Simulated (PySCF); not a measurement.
Compound: AlH2(NH2).
Bonds: Al1–N4. Hydrogens: H2, H3 on Al1; H5, H6 on N4.

Computed, not measured: PBE0-D3(BJ)/def2-SVP geometry optimisation, gas phase (PySCF 2.14.0).

(1) How far are the bound atoms from Al1?

(2) List the angles at Al1.

(3) What is the shape at Al1?

(4) What are the other bond lengths?

(5) What are the rotational constants (commonest isotopes, rigid rotor)?

Results:

(1) 3 atoms: H3 1.588 Å, H2 1.588 Å, N4 1.772 Å. The nearest atom not counted as bound is H6, at 2.50 Å (others tie with it).

(2) 
```csv
angle,degrees,distance of the outer atoms (Å)
H2–Al1–H3,124.2,2.81
H3–Al1–N4,118.1,2.88
H2–Al1–N4,117.7,2.88
```

(3) Planar: angles 124.2°, 118.1° and 117.7°, sum 360.0°, 0.00 Å off the plane of its three neighbours.

(4) N4–H5, N4–H6 1.014 Å.

(5) A = 94390, B = 13032, C = 11451 MHz: a near-prolate asymmetric top.

Point group: C2v (every atom within 0.08 Å of its image). Charge 0, singlet. Whether it is a minimum is left open (no frequencies).
